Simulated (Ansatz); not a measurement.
## Ligand exchange: LiF + H2S → LiSH + HF

Species: LiF, singlet; H2S (hydrogen sulfide) `S`, singlet; LiSH `[Li][SH]`, singlet; HF (hydrogen fluoride), singlet. The partners trade F for SH: Li–F and H–SH bonds give way to Li–SH and H–F.

Shapes, held fixed at every level: PBE0-D4/def2-TZVP. Programs: Ansatz 0.2.0. The zero-point and thermal change to 298 K, harmonic and unscaled (PBE0-D4/def2-TZVP), is +2.6 kJ/mol.

Problem. Estimate ΔH(298 K) of this reaction.

Solution. The highest level, CCSD(T)/def2-TZVPP, gives ΔH(298 K) = +45.9 kJ/mol; the levels span +44.2 to +64.7. The column of differences is taken from that level and isn't an error. No measured value is set beside it here. Correlated rows may include outer-core shells of Li, which these sets cover unevenly. Times are processor times on shared x86 and Arm servers, and rough.

```json
{"level": "HF/def2-SVP", "kind": "Hartree–Fock", "ΔH(298 K) (kJ/mol)": "+45.6", "less CCSD(T)/def2-TZVPP": "-0.3", "CPU time (sum over the molecules)": "–"}
{"level": "r2SCAN-D4/def2-TZVPP", "kind": "meta-GGA", "ΔH(298 K) (kJ/mol)": "+49.3", "less CCSD(T)/def2-TZVPP": "+3.4", "CPU time (sum over the molecules)": "6.7 s"}
{"level": "B3LYP-D4/def2-TZVPP", "kind": "global hybrid", "ΔH(298 K) (kJ/mol)": "+59.1", "less CCSD(T)/def2-TZVPP": "+13.2", "CPU time (sum over the molecules)": "4 s"}
{"level": "PBE0-D4/def2-TZVPP", "kind": "global hybrid", "ΔH(298 K) (kJ/mol)": "+46.1", "less CCSD(T)/def2-TZVPP": "+0.2", "CPU time (sum over the molecules)": "3 s"}
{"level": "r2SCAN0-D4/def2-TZVPP", "kind": "global hybrid", "ΔH(298 K) (kJ/mol)": "+44.2", "less CCSD(T)/def2-TZVPP": "-1.7", "CPU time (sum over the molecules)": "6.6 s"}
{"level": "MP2/def2-SVP", "kind": "perturbation theory", "ΔH(298 K) (kJ/mol)": "+62.3", "less CCSD(T)/def2-TZVPP": "+16.4", "CPU time (sum over the molecules)": "–"}
{"level": "CCSD(T)/def2-SVP", "kind": "coupled cluster or CI", "ΔH(298 K) (kJ/mol)": "+64.7", "less CCSD(T)/def2-TZVPP": "+18.8", "CPU time (sum over the molecules)": "1.7 s"}
{"level": "CCSD(T)/def2-TZVPP", "kind": "coupled cluster or CI", "ΔH(298 K) (kJ/mol)": "+45.9", "less CCSD(T)/def2-TZVPP": "0.0", "CPU time (sum over the molecules)": "4.3 s"}
```
